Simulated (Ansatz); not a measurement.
**SiOF+ (quintet): from Hartree-Fock to the top rungs, cc-pVDZ**

The task here is to estimate one member of a computed series from the others.

Program: Ansatz 0.2.0, Gaussian basis. Level of theory: cc-pVDZ, core rule «outside noble gas», up to 7 orbitals frozen. These are calculated values, not measurements.

Plan: UHF; CCSD(T) on ROHF; CCSD(T) on UHF; BCCD(T) on ROHF; CISD; CCSDT(Q) on ROHF; CCSDT(Q) on UHF.

32 further runs of the same task are left out: 12 for a known fault of the program, 7 that didn't finish, 13 set aside as unsound or not needed.

## The system

The geometry is a PBE0/def2-TZVP stationary point (not a proven minimum) of the parent state, kept for this charge and spin.

3 atoms, charge 1, spin multiplicity 5.

Atoms are counted from 1 here; the program's logs count them from 0.

Bond lengths: F1–Si3 1.602 Å, O2–Si3 1.725 Å. Angles: F1–Si3–O2 115.7°.

Set-up of the first run:

File in.yaml:

```yaml
crystal:
  periodic: [false, false, false]
  atoms:
    - {symbol: F, position_ang: [0.000000, 0.390347, 1.310206]}
    - {symbol: O, position_ang: [0.000000, 0.397529, -1.506653]}
    - {symbol: Si, position_ang: [0.000000, -0.490510, -0.027996]}
basis:
  gaussian: {orbitals: cc-pVDZ}
total_charge: 1
magnetization: {spin_polarized: true, initial_magnetization: 4}
hamiltonian: {xc: hf}
output: {orbitals: {seedname: orbitals}}
```

The run is started by

```console
$ ansatz run in.yaml --threads 1 --pin off --events-out ev --progress --plain --max-ram 2393MiB
```

Among the steps run: UHF; CCSD(T) on ROHF; CCSD(T) on UHF; BCCD(T) on ROHF; CISD; CCSDT(Q) on ROHF; CCSDT(Q) on UHF.

One of the session's tables, all rows but one given; the rest of the session is left out.

| method | from UCCSDT(Q) (meV) |
| --- | --- |
| ROHF | +10087.4 |
| UHF | +9876.7 |
| RMP2 | +856.7 |
| UMP2 | +848.8 |
| CISD | +927.2 |
| RCCSD | +243.6 |
| UCCSD | +239.3 |
| RCCSD(T) | +53.0 |
| UCCSD(T) | ? |
| BCCD(T) | +49.2 |
| RCCSDT | +22.9 |
| UCCSDT | +20.8 |
| RCCSDT(Q) | +8.9 |
| UCCSDT(Q) | 0 |

**Question.** Estimate the row for UCCSD(T).

As computed: from UCCSDT(Q) (meV): +50.8. In the column «from UCCSDT(Q) (meV)» it lies between BCCD(T) (+49.2) and RCCSD(T) (+53.0).

Limits of these values: Restricted and unrestricted rows rest on different reference determinants; where their highest levels disagree by more than a few hundredths of an eV, they describe different states and don't form one ladder.
